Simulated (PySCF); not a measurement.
Gas-phase reaction: 6 CH3SiH ⇌ 3 SiH + 2 (CH3)3Si + SiH3

Method: PySCF energies (xtb for GFN2) plus ideal-gas RRHO corrections (1 bar). † marks an energy on the PBE0/def2-TZVP geometry and frequencies; other levels use their own. MP2 freezes the core. Open shells (unrestricted): SiH (multiplicity 2, electronic degeneracy 4), (CH3)3Si (multiplicity 2), SiH3 (multiplicity 2); the rest are closed-shell singlets. GFN2 has no spin-polarisation term. Spin-orbit splitting is ignored; it lowers the true energy and changes the entropy of SiH. CH3SiH, (CH3)3Si: computed as isolated molecules; such fragments, hydroxides, amides, oligomers or adducts are transient or little studied in the gas. MP2 isn't extrapolated to the basis-set limit; its ΔH°(298 K) is 35.1 kJ in def2-SVP and 65.0 kJ in def2-TZVPP. The harmonic model lacks anharmonicity and excited electronic states, which grow with temperature; levels with a mode under 35 cm⁻¹ are left out. Internal rotation in CH3SiH, (CH3)3Si is treated as a harmonic vibration of one conformer, which makes the entropy rough.

```
level               ΔE electronic, kJ  ΔH°(298 K), kJ  ΔS°(298 K), J/K  ΔG°(2500 K), kJ
------------------  -----------------  --------------  ---------------  ---------------
GFN2-xTB                          363             370              -45              437
MP2/def2-SVP†                      22              35              -80              207
MP2/def2-TZVPP†                    52              65              -80              237
r2SCAN/def2-TZVP†                  -8               5              -80              176
ωB97M-V/def2-TZVP†                142             155              -80              327
ωB97X-V/def2-TZVP†                 84              97              -80              269
```
ΔH° is lowest at r2SCAN/def2-TZVP† and highest at GFN2-xTB. No reference value is set beside these.
